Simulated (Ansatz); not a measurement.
## Be (hcp): energy against volume

Theory: DFT, BLYP, plane waves (420 eV) with PAW, scalar-relativistic (Ansatz). The PAW files were generated under PBE, with cores re-solved for the functional.

The cell is scaled uniformly from the relaxed one, with fractional coordinates and shape fixed. Energies are extrapolated to zero smearing, pressures are those at the given smearing. Magnetic state: spin not included.

A Birch-Murnaghan fit gives V₀ = 7.93 Å³/atom, B₀ = 121 GPa, B₀′ = 3.4.

Q: What are the energy above the minimum and the pressure at 7.296 Å³/atom?

A: 21.5 meV/atom and 11.56 GPa as computed.

Q: What are the energy above the minimum and the pressure at 8.247 Å³/atom?

A: 4.6 meV/atom and -4.44 GPa as computed.

Q: What are the energy above the minimum and the pressure at 8.882 Å³/atom?

A: 36.6 meV/atom and -11.30 GPa as computed.
